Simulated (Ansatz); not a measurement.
# C₂H₄S: functionals against CCSD(T) at one geometry

The task here is to estimate one member of a computed series from the others.

Computed with Ansatz 0.2.0, Gaussian basis. Level: single points in def2-TZVPP.

Correlated methods freeze the cores.

## Starting geometry

SMILES `CC=S`, 7 atoms, charge 0, spin multiplicity 1.

Atoms are counted from 1 here; the program's logs count them from 0.

Bond lengths: C1–C2 1.569 Å, C1–H4 1.288 Å, C1–H5 0.967 Å, C1–H6 1.251 Å, C2–S3 1.764 Å, C2–H7 1.022 Å. Angles: C2–C1–H4 104.8°, C2–C1–H5 103.0°, C2–C1–H6 103.8°, H4–C1–H5 115.0°, H4–C1–H6 104.3°, H5–C1–H6 124.0°, C1–C2–S3 124.7°, C1–C2–H7 122.0°, S3–C2–H7 112.6°.

Geometry (Å):

```mol
C2H4S
  3D, bonds by distance, orders not assigned

  7  6  0  0  0  0  0  0  0  0999 V2000
   -0.6063    0.4510   -0.2415 C   0  0
    0.7389   -0.3389   -0.0695 C   0  0
    1.2016   -1.2324    1.3795 S   0  0
   -1.5284   -0.4420   -0.1384 H   0  0
   -0.5159    0.8446   -1.1203 H   0  0
   -0.6998    1.1141    0.8146 H   0  0
    1.5024   -0.2627   -0.7447 H   0  0
  1  2  8  0
  1  4  8  0
  1  5  8  0
  1  6  8  0
  2  3  8  0
  2  7  8  0
M  END
```

The first run:

Contents of run/in.yaml:

```yaml
crystal:
  periodic: [false, false, false]
  atoms:
    - {symbol: C, position_ang: [-0.606300, 0.451000, -0.241500]}
    - {symbol: C, position_ang: [0.738900, -0.338900, -0.069500]}
    - {symbol: S, position_ang: [1.201600, -1.232400, 1.379500]}
    - {symbol: H, position_ang: [-1.528400, -0.442000, -0.138400]}
    - {symbol: H, position_ang: [-0.515900, 0.844600, -1.120300]}
    - {symbol: H, position_ang: [-0.699800, 1.114100, 0.814600]}
    - {symbol: H, position_ang: [1.502400, -0.262700, -0.744700]}
basis:
  gaussian: {orbitals: def2-TZVPP}
correlation: {method: ccsd_t}
output: {forces: true}
```

No record of the launch command was kept for these runs.

Among the steps run: CCSD(T)/def2-TZVPP; PBE0-D4/def2-TZVPP; wB97M-V/def2-TZVPP; r2SCAN-D4/def2-TZVPP; PBE-D4/def2-TZVPP; HSE06-D4/def2-TZVPP; B97M-V/def2-TZVPP.

One of the session's tables, all rows but one given; the rest of the session is left out.

| method | RMS force component (eV/Å) | angle to CCSD(T) forces (°) | dipole (D) |
| --- | --- | --- | --- |
| CCSD(T) | 3.253 | reference | 2.43 |
| PBE0-D4 | ? | ? | ? |
| wB97M-V | 3.357 | 4.0 | 2.76 |
| r2SCAN-D4 | 3.286 | 2.5 | 2.88 |
| PBE-D4 | 3.250 | 3.1 | 2.67 |
| HSE06-D4 | 3.366 | 3.3 | 2.81 |
| B97M-V | 3.293 | 3.7 | 2.86 |

Q: Estimate the row for PBE0-D4 from the others.

**Answer.** RMS force component (eV/Å): 3.370; angle to CCSD(T) forces (°): 3.4; dipole (D): 2.81. In the column «RMS force component (eV/Å)» it is the highest.
